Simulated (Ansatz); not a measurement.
The cluster P2S2⁻, relaxed as a doublet with UKS PBE0-D4/def2-TZVPD in Ansatz, starting from the GFN2-xTB geometry. Force threshold 0.02 eV/Å.

The highest occupied level of the charge -1 doublet lies above zero (up to 0.62 eV). The electron is either unbound and held by the finite basis, or the level is raised by self-interaction error. Another isomer (doublet) lies 0.93 eV lower at PBE0-D4/def2-TZVPD; other spin states weren't run for this one.

Start:

```xyz
4

P    -1.484   -0.115   -0.170
P     1.484    0.114    0.169
S    -0.150   -0.246    1.484
S     0.150    0.247   -1.484
```

(1) Estimate the energy that the relaxation releases and the steps that it takes.

(2) Does the start keep its bonding and symmetry?

(3) Predict the relaxed structure.

## Answers

(1) 0.00 eV, in 3 steps; 9 s on 4 threads of AMD EPYC 7R43 on a shared host. No frequencies were taken in this run, so the end may be a saddle point.

(2) By distances, no bond broke or formed. The bond that changes most is P1–S4, from 2.13 to 2.13 Å (atoms count from 1). Point group D2h at the start, D2h at the end, both within 0.05 Å.

(3) 
```
atom   x (Å)   y (Å)   z (Å)
  P1  -1.499  -0.117  -0.171
  P2   1.499   0.115   0.171
  S3  -0.149  -0.244   1.474
  S4   0.149   0.245  -1.474
```
Bond lengths: 4 × P–S 2.13 Å.
